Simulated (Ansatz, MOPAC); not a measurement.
Species: C₅H₄N, net charge 0, doublet state. SMILES: [c]1ccccn1

Atoms: N1, C2, C3, C4, C5, C6, H7, H8, H9, H10. Bonds: N1-C3, N1-C4, C2-C5, C2-C6, C2-H7, C3-C6, C4-C5, C4-H8, C5-H9, C6-H10.

Bond lengths (Å) and angles (degrees) optimised at AM1 with MOPAC; PM7 with MOPAC; PBE/6-31G* with Ansatz (an electronic-structure program); MP2/6-31G* with Ansatz, each started from the B3LYP-D3(BJ)/def2-TZVP structure (Ansatz) of the last column. A row stands for all coordinates that are equal there; 11 of 23 kinds are shown. 6-31G* holds six Cartesian d functions. No wavenumbers were computed at PBE/6-31G*, MP2/6-31G*, so these may be saddle points.

```
coordinate    AM1    PM7  PBE/6-31G*  MP2/6-31G*  B3LYP-D3(BJ)/def2-TZVP
----------  -----  -----  ----------  ----------  ----------------------
N1-C3       1.309  1.292       1.296       1.254                   1.279
N1-C4       1.366  1.367       1.357       1.329                   1.346
C2-C5       1.405  1.406       1.407       1.386                   1.396
C2-C6       1.405  1.396       1.404       1.352                   1.390
C2-H7       1.099  1.090       1.096       1.089                   1.084
C3-C6       1.387  1.378       1.398       1.374                   1.388
C4-C5       1.412  1.398       1.399       1.347                   1.385
C4-H8       1.102  1.093       1.096       1.088                   1.083
C3-N1-C4    113.4  115.0       118.8       117.4                   119.0
N1-C3-C6    132.3  132.2       126.3       128.0                   126.4
N1-C4-C5    122.1  120.4       120.9       122.0                   120.6
```

Mean signed difference of all 10 bond lengths from B3LYP-D3(BJ)/def2-TZVP: AM1 0.017 Å, PM7 0.008 Å, PBE/6-31G* 0.013 Å, MP2/6-31G* -0.012 Å.
